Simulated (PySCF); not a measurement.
**Rotational lines of BH**

Lines J+1 ← J of the vibrational ground state, computed from RHF-CCSD(T) constants of BH, ¹Σ⁺ (singlet), closed shell (B def2-SVPD, H def2-SVPD; no relativity (PySCF 2.14); masses 11.0093 and 1.0078 u), in MHz:

```
J  ν (MHz)
2  2083462
3  2774088
4  3461404
5  4144583
6  4822797
```

**Question.** Find B0 and the effective bond length r0; with αe = 0.411 cm⁻¹, find Re.

**Answer.** ν = 2B0(J+1) − 4D(J+1)³ gives B0 = 11.603 cm⁻¹. With the reduced mass μred = 0.92330 u, r0 = √(16.8576/(μred·B0)) (u, cm⁻¹, Å) = 1.2544 Å. Be = B0 + αe/2 = 11.809 cm⁻¹ gives Re = 1.243 Å.

Correlated steps freeze 1 core orbital. Correlated levels converge slowly with the basis: in double zeta they bind strong bonds too weakly, by up to about 1 eV, and carry superposition errors of some tenths. Where the molecule has an RHF reference, its open-shell atoms are computed with UHF.
